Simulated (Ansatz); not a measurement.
**C2H5FS: vertical spin-state energies from a Python script**

Which spin state of C2H5FS lies lowest at this geometry? Wanted for C2H5FS: vertical spin-state energies. SMILES: CSCF.

Program: the Python package of Ansatz 0.2.0. Level of theory: CAM-B3LYP/cc-pVTZ. These are calculated values, not measurements.

## Step 1: The system

Bond lengths: C1–S2 1.795 Å, S2–C3 1.789 Å, C3–F4 1.434 Å, C1–H5 1.093 Å, C1–H6 1.049 Å, C1–H7 1.145 Å, C3–H8 1.120 Å, C3–H9 1.068 Å. Angles: C1–S2–C3 96.6°, S2–C1–H5 110.1°, S2–C1–H6 114.2°, S2–C1–H7 106.9°, H5–C1–H6 114.2°, H5–C1–H7 105.6°, H6–C1–H7 105.1°, S2–C3–F4 109.3°, S2–C3–H8 110.1°, S2–C3–H9 112.3°, F4–C3–H8 102.4°, F4–C3–H9 107.9°, H8–C3–H9 114.3°.

No structure file is read: the coordinates are typed or built in the script.

## Step 2: The code

File spin_c2h5fs.py:

```python
from dataclasses import dataclass
import logging
import sys
import warnings

import ansatz as az

logging.basicConfig(stream=sys.stdout, format='%(name)s: %(message)s')
log = logging.getLogger('ansatz_job')
log.setLevel(logging.INFO)


@dataclass(frozen=True)
class Settings:
    basis_set: str = 'cc-pVTZ'
    functional: str = 'cam_b3lyp'


opts = Settings()

warnings.simplefilter('ignore', az.DeckWarning)

geometry = (
    az.Crystal.molecule()
    .atom('C', (-0.5438, 1.0043, 0.6378))
    .atom('S', (-0.0593, 0.6381, -1.0515))
    .atom('C', (0.5052, -1.0316, -0.7466))
    .atom('F', (1.4493, -1.0234, 0.3327))
    .atom('H', (-1.3389, 0.3251, 0.9553))
    .atom('H', (0.2591, 1.0705, 1.31))
    .atom('H', (-1.0144, 2.0483, 0.6304))
    .atom('H', (1.1256, -1.3904, -1.6069))
    .atom('H', (-0.2944, -1.6873, -0.4784))
)

job = (
    geometry.calculation()
    .basis(gaussian=opts.basis_set)
    .functional(opts.functional)
)
found = {}
for unpaired in [0, 2]:
    report = job.spin('collinear', total=unpaired).run().report
    s = unpaired / 2
    found[unpaired] = report['free_energy_ev']
    log.info(f'2S+1 = {unpaired + 1}: E = {found[unpaired]:.5f} eV, <S^2> = {abs(report["mean_field"]["state"]["spin_squared"]):.3f} (pure state {s * (s + 1):.2f})')
lowest = min(found, key=found.get)
for unpaired, e in found.items():
    log.info(f'multiplicity {unpaired + 1}: {(e - found[lowest]):.3f} eV above the lowest')
```

## Step 3: Running it

Command:

```console
$ python spin_c2h5fs.py
```

**Question.** Which spin state is lowest at this geometry, and how far above lie the others?

**Answer**, as computed:

| quantity | value |
| --- | --- |
| runs compared | 2 |
| lowest | run 1 (2S+1 = 1) |
| next above it by | 5.309 eV |

In words: In order: multiplicity 1 (+0.00 eV) and multiplicity 3 (+5.31 eV), all at the one geometry. The geometry is a force-field or estimated start, not a minimum of this method, and the basis set is short of its limit. All parts are taken at fixed geometry, without zero-point energy.
